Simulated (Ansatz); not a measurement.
Reaction: C3H9N (SMILES NC(C)C) → CH3 (SMILES [CH3], doublet) + C2H6N (SMILES C[CH]N, doublet) (the C-C bond breaks)
Each species at its own B3LYP-D3(BJ)/def2-TZVP minimum (Ansatz, an electronic-structure program), one conformer.

Quantity: bond dissociation energy (electronic), in kcal/mol. Open shells are spin-unrestricted; no spin-orbit coupling. CBS(X,Y): correlation extrapolated as X^-3, Hartree-Fock from the larger set. A bracket is a step between two methods taken in the basis named. Functionals run without relativity, which enters their misses. Double hybrids freeze cores in their MP2 part. '+ core + X2C': CCSD(T) terms for core correlation (cc-pwCVTZ) and scalar relativity (cc-pVTZ-DK).

CCSD(T)/CBS(cc-pVTZ,cc-pVQZ) + [CCSDT(Q) - CCSD(T)]/cc-pVDZ + core + X2C (Ansatz) gives 89.6 kcal/mol.

Question: What does PBE/def2-TZVPD (Ansatz) give here, and how do the other levels compare?

Answer: PBE gives 83.2 kcal/mol, 6.4 kcal/mol below it. Differences of the others: r2SCAN/def2-TZVPD (Ansatz) -10.6; B3LYP/def2-TZVPD (Ansatz) -10.6; PBE0/def2-TZVPD (Ansatz) -6.2; wB97M-V/def2-TZVPD (Ansatz) -1.2; B2PLYP/def2-TZVPD (Ansatz) -6.0; CCSD(T)/CBS(cc-pVTZ,cc-pVQZ) + core + X2C (Ansatz) 0.1 kcal/mol. Nearer than PBE: PBE0/def2-TZVPD, wB97M-V/def2-TZVPD, B2PLYP/def2-TZVPD, CCSD(T)/CBS(cc-pVTZ,cc-pVQZ) + core + X2C.
